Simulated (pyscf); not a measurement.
Elementary routes open to `[PH3]` + `[InH]` [singlet] in the gas phase (singlet surface):
A. `[PH2][InH2]` (H–P broken; In–P, H–In formed)
B. `[PH2][In]` [singlet] + `[H][H]` (H–P, H–In broken; In–P, H–H formed)

Structures and frequencies: ωB97X-D3(BJ)/def2-SVP in PySCF.

Question: Rank the routes by free-energy barrier at 1200 K, lowest first, for ωB97M-D3(BJ)/def2-TZVP energies (ideal gas, 1 atm, RRHO with modes under 100 cm⁻¹ raised to 100, one conformer, R ln 2 for chiral ones without a mode under 150 cm⁻¹).

Answer: B (48.1 kcal/mol), A (73.1 kcal/mol)

Route B is the fastest of these, ahead of the next by 25.0 kcal/mol. The most stable products are those of B (ΔG = -12.2 kcal/mol), so kinetics and thermodynamics agree. At 298 K B is still the fastest. A: On the reactant side the descent ends in an adduct with a In–P contact, 9.2 kcal/mol under the separated species and 45.8 kcal/mol under the saddle at ωB97X-D3(BJ)/def2-TZVP. B: On the reactant side the descent ends in an adduct with a In–P contact (not fully relaxed), 9.1 kcal/mol under the separated species and 21.5 kcal/mol under the saddle at ωB97X-D3(BJ)/def2-TZVP. Only these routes are compared; each barrier is that of the saddle found, and lower ones may exist. Elements past Kr carry the def2 core potentials, without spin-orbit coupling.
